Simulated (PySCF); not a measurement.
Gas-phase reaction: H2BNH2 = HBNH + H2

Method: PySCF energies plus ideal-gas RRHO corrections (1 bar). † marks an energy on the PBE0/def2-TZVP geometry and frequencies; other levels use their own. 6-31G* has spherical d functions here. All species are closed-shell singlets. H2BNH2, HBNH: computed as isolated molecules; such fragments, hydroxides, amides, oligomers or adducts are transient or little studied in the gas.

HF/6-31G* gives ΔH°(298 K) = 158 kJ.

Question: What do PBE0/def2-QZVP†, ωB97M-V/def2-TZVP†, PBE0/def2-TZVP give?

Answer: PBE0/def2-QZVP†: 152 kJ; ωB97M-V/def2-TZVP†: 138 kJ; PBE0/def2-TZVP: 151 kJ. For scale, ΔH°(298 K) is 158 kJ at this level, 138 kJ at ωB97M-V/def2-TZVP†, and runs from 113 to 164 kJ over the 20 levels computed († marks an energy on the PBE0/def2-TZVP geometry).
